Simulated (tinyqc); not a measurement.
Inside a calculation. Method: Pariser-Parr-Pople SCF with singles CI, for the molecule C=C1C=C1 (SMILES; centres numbered as the heavy atoms are written). One step of it, computed by the program tinyqc.

Task: Iteration 1: Fock matrix. F_rr = H_rr + P_rr gamma_rr / 2 + sum_(s != r) P_ss gamma_rs; F_rs = H_rs - P_rs gamma_rs / 2; E = tr P (H + F) / 2 + core repulsion sum_(r<s) z_r z_s gamma_rs.

P at the start:
```
           1C        2C         3C         4C
1C   0.473486  0.749556  -0.283680  -0.283680
2C   0.749556  1.631950   0.139294   0.139294
3C  -0.283680  0.139294   0.947282   0.947282
4C  -0.283680  0.139294   0.947282   0.947282
```

core matrix H (eV):
```
            1C          2C          3C          4C
1C  -28.320897   -2.390000    0.000000    0.000000
2C   -2.390000  -33.823782   -2.390000   -2.390000
3C    0.000000   -2.390000  -31.072339   -2.390000
4C    0.000000   -2.390000   -2.390000  -31.072339
```

repulsion gamma_rs (eV):
```
           1C         2C         3C         4C
1C  11.130000   7.553862   4.803517   4.803517
2C   7.553862  11.130000   7.554960   7.554960
3C   4.803517   7.554960  11.130000   7.553862
4C   4.803517   7.554960   7.553862  11.130000
```

Centres (angstrom, eV; a flat drawing with bonds scaled to 1.40 angstrom):
```
centre          x          y  core charge z          W   gamma_rr
1C       1.656000   0.000000              1  11.160000  11.130000
2C       0.256000   0.000000              1  11.160000  11.130000
3C      -0.956000   0.700000              1  11.160000  11.130000
4C      -0.956000  -0.700000              1  11.160000  11.130000
```

Give: F; pi energy.

Result:

F (eV):
```
        1C      2C      3C      4C
1C  -4.258  -5.221   0.681   0.681
2C  -5.221  -6.852  -2.916  -2.916
3C   0.681  -2.916  -4.041  -5.968
4C   0.681  -2.916  -5.968  -4.041
```

pi energy = -49.828 eV
